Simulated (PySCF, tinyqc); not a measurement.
RHF in the sto-3g basis, for HF, spin multiplicity 1, step by step. The lowest restricted solution is unstable here: a spin-polarised one lies 0.0503 hartree lower (PySCF). One step of it, computed by the program tinyqc.

Problem. Iteration 4: diagonalisation and new density. Diagonalise F' = X^T F X, C = X C', fill 5 alpha and 5 beta electrons from the bottom; D = 2 C_occ C_occ^T. Each column has its largest component positive (the first on a tie).

extrapolated F (hartree):
```
             1F 1s      1F 2s     1F 2px     1F 2py     1F 2pz      2H 1s
1F 1s   -25.958513  -6.633271  -0.001072   0.002187  -0.010195  -0.384829
1F 2s    -6.633271  -3.028723   0.000282  -0.000576  -0.003120  -0.418065
1F 2px   -0.001072   0.000282  -0.481563  -0.005033   0.028980  -0.012791
1F 2py    0.002187  -0.000576  -0.005033  -0.473765  -0.059108   0.026089
1F 2pz   -0.010195  -0.003120   0.028980  -0.059108  -0.187513  -0.353348
2H 1s    -0.384829  -0.418065  -0.012791   0.026089  -0.353348  -0.192885
```

X:
```
            1F 1s      1F 2s    1F 2px    1F 2py     1F 2pz      2H 1s
1F 1s    1.022368  -0.124897  0.000000  0.000000  -0.001341   0.009375
1F 2s   -0.124897   1.034256  0.000000  0.000000   0.010922  -0.090726
1F 2px   0.000000   0.000000  1.000000  0.000000   0.000000   0.000000
1F 2py   0.000000   0.000000  0.000000  1.000000   0.000000   0.000000
1F 2pz  -0.001341   0.010922  0.000000  0.000000   1.009863  -0.082292
2H 1s    0.009375  -0.090726  0.000000  0.000000  -0.082292   1.021523
```

Give: F' = X^T F X; orbital energies; coefficients C; D after iteration 4.

Solution.

F' = X^T F X (hartree):
```
          1        2        3        4        5        6
1  -25.4924  -3.3842  -0.0013   0.0026  -0.0205  -0.0086
2   -3.3842  -1.8622   0.0019  -0.0039   0.0389  -0.2090
3   -0.0013   0.0019  -0.4816  -0.0050   0.0303  -0.0155
4    0.0026  -0.0039  -0.0050  -0.4738  -0.0618   0.0316
5   -0.0205   0.0389   0.0303  -0.0618  -0.1334  -0.3400
6   -0.0086  -0.2090  -0.0155   0.0316  -0.3400  -0.0890
```

orbital energies (hartree): MO1 -25.9676, MO2 -1.4190, MO3 -0.4928, MO4 -0.4840, MO5 -0.4254, MO6 0.2565

coefficients C:
```
            MO1      MO2      MO3     MO4      MO5      MO6
1F 1s    0.9951  -0.2614   0.0121  0.0000   0.0311   0.0359
1F 2s    0.0200   1.0149  -0.0602  0.0000  -0.1571  -0.1867
1F 2px   0.0000   0.0001  -0.3890  0.8979   0.2014  -0.0436
1F 2py  -0.0001  -0.0002   0.7934  0.4402  -0.4109   0.0890
1F 2pz   0.0007   0.0074   0.3842  0.0000   0.5828  -0.7344
2H 1s   -0.0019   0.0677   0.2151  0.0000   0.5911   0.8114
```

D after iteration 4:
```
          1F 1s    1F 2s   1F 2px   1F 2py   1F 2pz    2H 1s
1F 1s    2.1193  -0.5020   0.0031  -0.0064   0.0431   0.0029
1F 2s   -0.5020   2.1176  -0.0163   0.0332  -0.2143  -0.0743
1F 2px   0.0031  -0.0163   1.9962   0.0078  -0.0641   0.0708
1F 2py  -0.0064   0.0332   0.0078   1.9842   0.1307  -0.1444
1F 2pz   0.0431  -0.2143  -0.0641   0.1307   0.9747   0.8554
2H 1s    0.0029  -0.0743   0.0708  -0.1444   0.8554   0.8006
```
